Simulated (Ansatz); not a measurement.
A nudged elastic band was laid between two geometries of H4Si + HS (7 atoms, charge 0, multiplicity 2).

Computed with UKS B3LYP-D4/def2-mTZVP in Ansatz 0.2.0.

```yaml
movable_images: 7
climbing_image: yes
spring: 5.0 eV/Å²
optimiser: quadratic models (default)
start_path: through a guess of the saddle point
force_threshold: 0.05 eV/Å
iteration_limit: 60
end_points: relaxed
```

Initial state:

```xyz
7
Properties=species:S:1:pos:R:3
H 0.126 -0.155 -0.389
Si -0.314 -0.369 1.020
S 0.873 0.263 -2.686
H -0.485 -1.821 1.251
H -1.599 0.337 1.232
H 0.718 0.176 1.932
H 0.680 1.568 -2.359
```

Final state:

```xyz
7
Properties=species:S:1:pos:R:3
H 0.437 -0.031 -1.341
Si -0.396 -0.406 1.281
S 0.839 0.260 -2.610
H -0.554 -1.868 1.464
H -1.683 0.308 1.454
H 0.657 0.146 2.165
H 0.698 1.591 -2.412
```

(1) Which bonds break or form, and what moves?

(2) What energy profile does the band end with?

(3) What is the geometry of the highest image?

The band took 7 iterations and of the order of 120 core-seconds.

Results:

(1) Bonds broken: H1–Si2. Bonds formed: H1–S3. H4Si + HS becomes H2S + H3Si.

(2) It converged. The highest image is number 4 of 0 to 8, 5.3 kcal/mol above the first end and 1.6 kcal/mol above the last; the last end lies 3.7 kcal/mol above the first. A vibrational analysis at the climbing image gives one clearly imaginary mode, 556i cm⁻¹, and a faint second one (40i cm⁻¹) that may be numerical noise or a soft torsion: probably a first-order saddle point.

```
image  path coordinate (Å)  energy (kcal/mol)  H1–Si2 (Å)  H1–S3 (Å)
    0                 0.00                0.0        1.49       2.45
    1                 0.23                0.1        1.50       2.29
    2                 0.45                0.6        1.51       2.08
    3                 0.68                3.0        1.63       1.78
    4                 0.90                5.3        1.89       1.51
    5                 1.16                4.7        2.16       1.41
    6                 1.42                4.1        2.38       1.38
    7                 1.69                3.8        2.59       1.37
    8                 1.95                3.7        2.78       1.36
```

(3) 
```xyz
7
Properties=species:S:1:pos:R:3
H 0.248 -0.091 -0.823
Si -0.299 -0.328 0.973
S 0.677 0.134 -2.250
H -0.431 -1.792 1.154
H -1.597 0.362 1.155
H 0.744 0.239 1.858
H 0.658 1.476 -2.067
```

The run took 62 s on 2 threads of Arm Neoverse V2, on a shared host, peak memory 0.14 GiB.
